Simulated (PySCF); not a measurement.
**Rotational lines of HCl**

Lines J+1 ← J of the vibrational ground state, computed from PBE0 constants of HCl, ¹Σ⁺ (singlet), closed shell (PySCF, no relativity, basis sets H def2-TZVP, Cl def2-TZVP; masses 1.0078 and 34.9689 u), in MHz:

| J | ν (MHz) |
| --- | --- |
| 0 | 622007 |
| 1 | 1243641 |
| 2 | 1864528 |
| 3 | 2484294 |
| 4 | 3102567 |

Problem. Find B0 and the effective bond length r0; with αe = 0.294 cm⁻¹, find Re.

Solution. ν = 2B0(J+1) − 4D(J+1)³ gives B0 = 10.375 cm⁻¹. With the reduced mass μred = 0.97959 u, r0 = √(16.8576/(μred·B0)) (u, cm⁻¹, Å) = 1.2879 Å. Be = B0 + αe/2 = 10.522 cm⁻¹ gives Re = 1.279 Å.
